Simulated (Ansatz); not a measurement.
# SiH (quartet): wave-function methods side by side at distance Si1–H2 = 5.117 Å, cc-pVQZ

Aim: climb from Hartree-Fock through coupled cluster and multireference methods for SiH (quartet) at one geometry and basis, and see what each rung misses.

Computed with Ansatz 0.2.0, Gaussian basis. Level: cc-pVQZ, core rule «outside noble gas», up to 5 orbitals frozen.

Plan: UHF; CCSD(T) on ROHF; CCSD(T) on UHF; BCCD(T) on ROHF; CCSDT(Q) on ROHF; CCSDT(Q) on UHF; CASSCF and MRCISD+Q, 5 electrons in 5 orbitals; CASSCF and NEVPT2, 5 electrons in 5 orbitals.

10 further runs of the same task are left out: 10 that didn't finish. Runs told in other sessions of the task aren't counted.

## 1. The geometry

The geometry derives from a PBE0/def2-TZVP stationary point (not a proven minimum). One bond is set to the value named and the two fragments are kept rigid.

2 atoms, charge 0, spin multiplicity 4.

Atoms are counted from 1 here; the program's logs count them from 0.

No contacts short enough for the rule that draws bonds.

## 2. UHF

in.yaml reads:

```yaml
crystal:
  periodic: [false, false, false]
  atoms:
    - {symbol: Si, position_ang: [0.000000, 0.000000, 0.000000]}
    - {symbol: H, position_ang: [0.000000, 0.000000, 5.117000]}
basis:
  gaussian: {orbitals: cc-pVQZ}
magnetization: {spin_polarized: true, initial_magnetization: 3}
hamiltonian: {xc: hf}
output: {orbitals: {seedname: orbitals}}
```

On the command line:

```sh
ansatz run in.yaml --threads 1 --pin off --events-out ev --progress --plain --max-ram 4096MiB --backend cpu
```

Further steps of the session: CCSD(T) on ROHF; CCSD(T) on UHF; BCCD(T) on ROHF; CCSDT(Q) on ROHF; CCSDT(Q) on UHF; CASSCF and MRCISD+Q, 5 electrons in 5 orbitals; CASSCF and NEVPT2, 5 electrons in 5 orbitals.

Before running them: what should the planned runs give, taken together? Wanted: UCCSDT(Q) from the RHF energy; RMP2 from UCCSDT(Q); UMP2 from UCCSDT(Q); RCCSD from UCCSDT(Q); RCCSD(T) from UCCSDT(Q); UCCSD(T) from UCCSDT(Q); RCCSDT(Q) from UCCSDT(Q); NEVPT2 valence from UCCSDT(Q); MRCISD+Q valence from UCCSDT(Q).

As calculated:

```
                         quantity                                                                     value
    UCCSDT(Q) from the ROHF energy                                                                -2.2946 eV
              RMP2 from UCCSDT(Q)                                                                +545.0 meV
              UMP2 from UCCSDT(Q)                                                                +551.1 meV
             RCCSD from UCCSDT(Q)                                                                +104.1 meV
          RCCSD(T) from UCCSDT(Q)                                                                 +22.1 meV
          UCCSD(T) from UCCSDT(Q)                                                                 +21.5 meV
         RCCSDT(Q) from UCCSDT(Q)                                                                  +0.8 meV
    NEVPT2 valence from UCCSDT(Q)                                                                +471.9 meV
  MRCISD+Q valence from UCCSDT(Q)                                                                  +7.3 meV
levels within 1 kcal/mol (43 meV)  RCCSD(T), UCCSD(T), BCCD(T), RCCSDT, UCCSDT, RCCSDT(Q), MRCISD+Q valence
                    T1 diagnostic                                                                     0.022
   effectively unpaired electrons                                                                      3.01
```

RCCSD(T) misses by +22.1 meV, 1.0 % of the correlation energy. One determinant dominates. Of the multireference levels listed MRCISD+Q valence comes nearest in total energy (+7.3 meV), which doesn't show that its space is the better one. These misses are within one basis, not against nature; the frozen cores of restricted and unrestricted runs differ, which can shift their rows.
